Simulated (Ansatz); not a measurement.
A made-up structure of CH4NSi, doublet:

C1  (-1.180, 0.229, -0.637)
Si2  (-0.095, -1.156, -0.089)
N3  (1.205, -0.280, 0.602)
H4  (-1.937, 0.087, -1.405)
H5  (-0.193, -2.543, 0.199)
H6  (1.345, 0.717, 0.548)
H7  (1.973, -0.750, 1.054)
(Å)

It is relaxed with PBE-D4/def2-SVP and then PBE0-D4/def2-TZVP (Ansatz 0.2.0). Atoms count as bonded within 1.22 times the sum of their covalent radii (H–H: 0.88 Å). The end point is not checked to be a true minimum.

Task: Does its bonding change? (A judgement: the text doesn't fix the answer.)

Result: By the calculation: No: no bond forms or breaks.

Where it ends: The first stage lowers the energy by 0.73 eV in 13 steps. It ends as CH₄NSi ([CH][SiH][NH2]):
C1  (-1.320, -0.183, -0.859)
Si2  (-0.110, -0.971, -0.038)
N3  (1.284, -0.286, 0.630)
H4  (-2.105, 0.305, -1.400)
H5  (-0.100, -2.421, 0.231)
H6  (1.506, 0.693, 0.581)
H7  (1.965, -0.833, 1.126)
(Å)

Labels in which every atom is bracketed show which atoms are joined, not bond orders.

For scale, one of the runs: PBE0-D4/def2-TZVP relaxation, 123 basis functions, launched by `ansatz run in.yaml --threads 2 --pin off --events-out ev --progress --plain --max-ram 4352MiB`. Hardware: 2 CPU threads of an Arm Neoverse V1, shared host. Wall time about 37 s.
